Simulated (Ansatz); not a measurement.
# C₄H₇FS: a ladder of functionals and wavefunction methods

One table from this session's results is given with a row withheld; the runs are named, their logs left out.

The runs use Ansatz 0.2.0, Gaussian basis; functionals in def2-TZVPP, the program's frozen cores in correlated methods.

The runs, in order: PBE-D4, r2SCAN-D4, PBE0-D4, B3LYP-D4, ωB97X-V, ωB97M-V, B2PLYP; CCSD(T)/def2-TZVPP; MP2/def2-QZVPP; extrapolation to the limit.

### The relaxed structure

All runs share one geometry, relaxed beforehand with PBE0-D4 in a triple-zeta def2 set.

SMILES `C/C=C(\F)SC`, 13 atoms, charge 0, spin multiplicity 1.

Atoms are counted from 1 here; the program's logs count them from 0.

Bond lengths: C1–C2 1.488 Å, C1–H7 1.089 Å, C1–H8 1.094 Å, C1–H9 1.094 Å, C2–C3 1.327 Å, C2–H10 1.083 Å, C3–F4 1.349 Å, C3–S5 1.740 Å, S5–C6 1.804 Å, C6–H11 1.090 Å, C6–H12 1.089 Å, C6–H13 1.090 Å. Angles: C2–C1–H7 111.7°, C2–C1–H8 110.8°, C2–C1–H9 110.7°, H7–C1–H8 108.3°, H7–C1–H9 108.4°, H8–C1–H9 106.8°, C1–C2–C3 125.1°, C1–C2–H10 118.8°, C3–C2–H10 116.1°, C2–C3–F4 120.3°, C2–C3–S5 125.0°, F4–C3–S5 114.5°, C3–S5–C6 100.6°, S5–C6–H11 106.3°, S5–C6–H12 110.7°, S5–C6–H13 110.9°, H11–C6–H12 109.0°, H11–C6–H13 109.4° and more.

The first run:

in.yaml reads:

```yaml
crystal:
  periodic: [false, false, false]
  atoms:
    - {symbol: C, position_ang: [1.280537, -1.880082, -0.868221]}
    - {symbol: C, position_ang: [0.890570, -0.446947, -0.778114]}
    - {symbol: C, position_ang: [0.325568, 0.124714, 0.278224]}
    - {symbol: F, position_ang: [-0.010191, -0.614945, 1.355597]}
    - {symbol: S, position_ang: [0.065960, 1.834635, 0.467678]}
    - {symbol: C, position_ang: [-1.684666, 1.856818, 0.904544]}
    - {symbol: H, position_ang: [1.051988, -2.417844, 0.051115]}
    - {symbol: H, position_ang: [0.758551, -2.372915, -1.693944]}
    - {symbol: H, position_ang: [2.351962, -1.977312, -1.068244]}
    - {symbol: H, position_ang: [1.086068, 0.202174, -1.623329]}
    - {symbol: H, position_ang: [-1.934223, 2.897688, 1.111859]}
    - {symbol: H, position_ang: [-1.864997, 1.263497, 1.799558]}
    - {symbol: H, position_ang: [-2.296830, 1.495819, 0.078179]}
basis:
  gaussian: {orbitals: def2-TZVPP}
hamiltonian: {xc: pbe, dispersion: d4}
output: {forces: true, orbitals: {seedname: orbitals}}
```

Launch:

```sh
$ ansatz run in.yaml --threads 2 --pin off --events-out ev --progress --plain --max-ram 22528MiB --backend cuda --devices 0, --max-vram 18GiB
```

Among the steps run: PBE-D4 (GGA); r2SCAN-D4 (meta-GGA); PBE0-D4 (hybrid); B3LYP-D4 (hybrid); ωB97X-V (range-separated); ωB97M-V (range-separated); B2PLYP (double hybrid); CCSD(T) in def2-TZVPP; MP2 in def2-QZVPP.

One table of the session follows, with a row left open; its other results are not shown here.

It belongs to the step «Atomisation energies». 

| method | atomisation energy (eV) |
| --- | --- |
| PBE-D4 | 54.690 |
| r2SCAN-D4 | 53.391 |
| PBE0-D4 | 53.603 |
| B3LYP-D4 | 53.099 |
| ωB97X-V | 53.193 |
| ωB97M-V | ? |
| B2PLYP | 52.534 |
| HF/def2-TZVPP | 38.664 |
| MP2/def2-TZVPP | 52.663 |
| CCSD/def2-TZVPP | 50.811 |
| CCSD(T)/def2-TZVPP | 51.686 |
| MP2/CBS | 53.982 |
| CCSD(T)/CBS | 53.005 |

**Question.** Estimate the row for ωB97M-V.

**Answer.** atomisation energy (eV): 53.303. In the column «atomisation energy (eV)» it lies between ωB97X-V (53.193) and r2SCAN-D4 (53.391).

Caveats from the session: Free atoms (4 C, 1 F, 1 S, 7 H) were run apart at each level; the atomisation energy is their sum less the molecule, without zero-point or spin-orbit terms.
